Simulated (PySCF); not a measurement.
## AlN⁺: from constants to spectrum

TPSS constants of AlN⁺, ⁴Σ⁻ (quartet), unpaired electrons σ ↑, π ↑↑ (PySCF, no relativity, basis sets Al pcseg-1, N pcseg-1; masses 26.9815 and 14.0031 u):

| Item | Value |
| --- | --- |
| ωe | 381.5 cm⁻¹ |
| ωexe | 14.0 cm⁻¹ |
| Be | 0.43849 cm⁻¹ |
| αe | 0.0131 cm⁻¹ |
| De to Al⁺ + N | 0.480 eV |

(1) What force constant and bond length do these constants imply?

(2) Estimate the centrifugal constant D from the Kratzer relation and find the Dunham coefficient a1.

For an ion De counts to the pair picked by the measured ionisation energies or electron affinities, which need not be the lowest pair at this level. The state is the lowest determinant that a PBE0 search found; another state may lie lower at other levels.

Answers

(1) Reduced mass μred = 9.2187 u; k = 5.8918×10⁻⁷·μred·ωe² (u, cm⁻¹, mdyn/Å) = 0.791 mdyn/Å; Re = √(16.8576/(μred·Be)) (u, cm⁻¹, Å) = 2.042 Å.

(2) D = 4Be³/ωe² = 2.32e-06 cm⁻¹; a1 = −1 − αeωe/(6Be²) = -5.33.
